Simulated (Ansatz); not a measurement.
Ideal-gas functions of `[CH3][MgH]` at 400 K and 1 bar, from an Ansatz frequency run at PBE0-D4/def2-TZVP.

Molar mass 40.35 g/mol, point group C3v (symmetry number 3), electronic degeneracy 1, moments of inertia 3.122, 51.828, 51.828 u Å². Harmonic wavenumbers (cm⁻¹, unscaled): 297, 297, 546, 569, 569, 1151, 1441, 1441, 1606, 3025, 3105, 3105.

Use S(trans) = R[1.5 ln M + 2.5 ln T − 1.1517]; rotational temperatures θ = 24.2544 K / I; S(rot) = R[ln(√π/σ · √(T³/θAθBθC)) + 1.5]; for each mode x = 1.438777 ν̃/T, S = R[x/(eˣ − 1) − ln(1 − e⁻ˣ)] and H = RT x/(eˣ − 1); 1 cm⁻¹ = 0.0119627 kJ/mol; R = 8.31446 J/(mol·K).

Q: By hand: the entropy, in J/(mol·K).

A: Translation 161.1. Rotation: θ = 7.7689, 0.468, 0.468 K, giving 80.6. Vibration, mode by mode: 8.15, 8.15, 3.92, 3.67, 3.67, 0.69, 0.29, 0.29, 0.18, 0.00, 0.00, 0.00, in all 29.0. Electronic 0.0. Sum 270.7 J/(mol·K).

Q: By hand: H − E and G − E in kJ/mol, counted from the electronic energy.

A: Zero-point energy ½ × 17152 × 0.0119627 = 102.6; thermal vibration 7.3; translation, rotation and pV give 4 RT = 13.3. H − E = 123.2 kJ/mol, and G − E = 123.2 − 400 × 270.7/1000 = 14.9 kJ/mol.

Vibration gives 11 % of the entropy.
